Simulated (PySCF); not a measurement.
Reproducing measurements on sulfuryl chloride

**What was measured.**

NIST CCCBDB Release 22 (SRD 101), experimental dipoles lists, for the gas: dipole moment (dielectric constant against temperature) 1.81 D.

How close the calculation comes is told at the end.

Compound: sulfuryl chloride, Cl2O2S.
Numbering: `[O:1]=[S:2](=[O:3])([Cl:4])[Cl:5]`

Geometry (PBE0-D3(BJ)/def2-SVP, Å), atoms numbered from 1 in this order:
```xyz
5
Cl2O2S angstrom
O      1.1619   -0.1148   -1.1211
S      0.2848   -0.0812    0.0155
O      0.6710   -0.5201    1.3267
Cl    -0.4551    1.8259    0.1862
Cl    -1.4446   -1.0669   -0.4917
```

The PySCF runs (gas phase, on this PBE0-D3(BJ)/def2-SVP geometry; no spin–orbit coupling):

```json
{"level": "PBE0-D3(BJ)/def2-SVP, grid level 1", "job": "geometry optimisation from a GFN2-xTB start shaken at random", "basis functions": "82", "wall time": "14 s"}
{"level": "B3LYP/def2-SVPD", "job": "10 singlets by full TDDFT, 4 Tamm–Dancoff triplets, polarisability, ΔSCF ions", "basis functions": "127", "wall time": "54 s"}
{"level": "BHandHLYP/def2-SVPD", "job": "10 singlets by full TDDFT, 4 Tamm–Dancoff triplets, polarisability, ΔSCF ions", "basis functions": "127", "wall time": "60 s"}
{"level": "CAM-B3LYP/def2-SVPD", "job": "10 singlets by full TDDFT, 4 Tamm–Dancoff triplets, polarisability, ΔSCF ions", "basis functions": "127", "wall time": "68 s"}
{"level": "HF/def2-SVPD", "job": "10 singlets by TDHF, 4 Tamm–Dancoff triplets, polarisability, ΔSCF ions", "basis functions": "127", "wall time": "16 s"}
{"level": "LC-wPBE/def2-SVPD", "job": "10 singlets by full TDDFT, 4 Tamm–Dancoff triplets, polarisability, ΔSCF ions", "basis functions": "127", "wall time": "93 s"}
{"level": "LDA/def2-SVPD", "job": "10 singlets by full TDDFT, 4 Tamm–Dancoff triplets, polarisability, ΔSCF ions", "basis functions": "127", "wall time": "44 s"}
{"level": "PBE/def2-SVPD", "job": "10 singlets by full TDDFT, 4 Tamm–Dancoff triplets, polarisability, ΔSCF ions", "basis functions": "127", "wall time": "63 s"}
{"level": "PBE0/6-31G*", "job": "10 singlets by full TDDFT, 4 Tamm–Dancoff triplets, polarisability", "basis functions": "82", "wall time": "4.5 s"}
{"level": "wB97X-D/def2-SVPD", "job": "10 singlets by full TDDFT, 4 Tamm–Dancoff triplets, polarisability, ΔSCF ions", "basis functions": "127", "wall time": "55 s"}
{"level": "B3LYP/6-31G*", "job": "spin–spin couplings from 3 perturbed nuclei", "basis functions": "82", "wall time": "5.4 s"}
{"level": "B3LYP/cc-pVTZ", "job": "spin–spin couplings from 3 perturbed nuclei", "basis functions": "162", "wall time": "14 s"}
```

Hardware: one thread, Arm Neoverse V1 (aarch64), shared host.

All basis functions are spherical.

**Comparison with experiment**

**Dipole moment.** Measured: 1.81 D (NIST CCCBDB Release 22 (SRD 101), experimental dipoles).

| level | computed (D) | computed − measured (D) | % (from the printed values) |
| --- | --- | --- | --- |
| PBE0-D3(BJ)/def2-SVP | 1.49 | -0.32 | -18 |
| B3LYP/def2-SVPD | 1.66 | -0.15 | -8 |
| BHandHLYP/def2-SVPD | 1.93 | +0.12 | +7 |
| CAM-B3LYP/def2-SVPD | 1.78 | -0.03 | -2 |
| HF/def2-SVPD | 2.26 | +0.45 | +25 |
| LC-wPBE/def2-SVPD | 1.72 | -0.09 | -5 |
| LDA/def2-SVPD | 1.49 | -0.32 | -18 |
| PBE/def2-SVPD | 1.40 | -0.41 | -23 |
| PBE0/6-31G* | 1.30 | -0.51 | -28 |
| wB97X-D/def2-SVPD | 1.68 | -0.13 | -7 |
| B3LYP/6-31G* | 1.32 | -0.49 | -27 |
| B3LYP/cc-pVTZ | 1.64 | -0.17 | -9 |

12 of the 13 levels run are shown, the closest and the furthest among them. Closest is CAM-B3LYP/def2-SVPD (-0.03 D), furthest PBE0/6-31G* (-0.51 D); one molecule doesn't rank methods. The computed dipoles belong to one fixed geometry; measured ones are averaged over vibrations unless marked μe. Magnitudes are compared, not signs.

The geometry is computed, not the measured one. Where a level misses, the cause wasn't examined.
